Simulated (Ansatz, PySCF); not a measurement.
This Ansatz (a program for electronic structure) input computes a SVWN5/def2-TZVPD energy:

Ansatz 0.2 input:
```yaml
crystal:
  periodic: [false, false, false]
  atoms:
    - {symbol: C, position_ang: [-0.00765201, 0.00466428, -0.11016720]}
    - {symbol: O, position_ang: [0.06716463, -0.04072056, 1.10546523]}
    - {symbol: O, position_ang: [0.01590056, -0.01200809, -1.23171942]}
    - {symbol: H, position_ang: [-0.61860949, 0.39384354, 1.67103665]}
basis:
  gaussian:
    orbitals: def2-TZVPD
hamiltonian:
  xc: {name: SVWN5}
total_charge: 1
output: {forces: true}
```

Q: Write an input for the same energy in PySCF and say what it gives.

A: 
```python
from pyscf import gto, scf, dft

mol = gto.M(
    atom='''
    C    -0.00765201    0.00466428   -0.11016720
    O     0.06716463   -0.04072056    1.10546523
    O     0.01590056   -0.01200809   -1.23171942
    H    -0.61860949    0.39384354    1.67103665
    ''',
    basis='def2-tzvpd',
    charge=1,
    spin=0,
    verbose=4,
)

mf = dft.RKS(mol, xc='svwn').density_fit(auxbasis='def2-universal-jkfit')
mf.grids.level = 3
mf.conv_tol = 1e-9
mf.max_cycle = 100
mf.max_memory = 1500
mf.kernel()
if not mf.converged:
    mf = mf.newton()
    mf.kernel(mf.make_rdm1())
mf.analyze()
```
It gives -187.47759 Eh, and Ansatz -187.47755 Eh, a difference of 0.04 mEh, from the treatment of integrals and grids.

It need not be the lowest isomer of its formula.
